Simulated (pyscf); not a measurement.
Structures and frequencies: ωB97X-D3(BJ)/def2-SVP in PySCF.

Task: How much does it cost (ΔH, 298 K, ωB97M-D3(BJ)/def2-TZVP) to split H₂N–Ta(OH)(OH)(Cl)–Cl at its N–Ta bond into NH₂• + [HO–Ta(OH)(Cl)–Cl]•?

Result: N–Ta to NH₂• + [HO–Ta(OH)(Cl)–Cl]•: 3.84 eV. The 7 functionals that were run give +3.84 (M06-2X) to +3.99 eV (ωB97X-D3(BJ)). The radicals are drawn with the spin at the cut bond; how far it spreads was not checked. Other isomers of [HO–Ta(OH)(Cl)–Cl]• were not searched in full and may lie lower. Open-shell species with a d-block atom are single-reference here; other states, and whether the spin sits on metal or ligand, were not checked. Elements past Kr carry the def2 core potentials, without spin-orbit coupling.
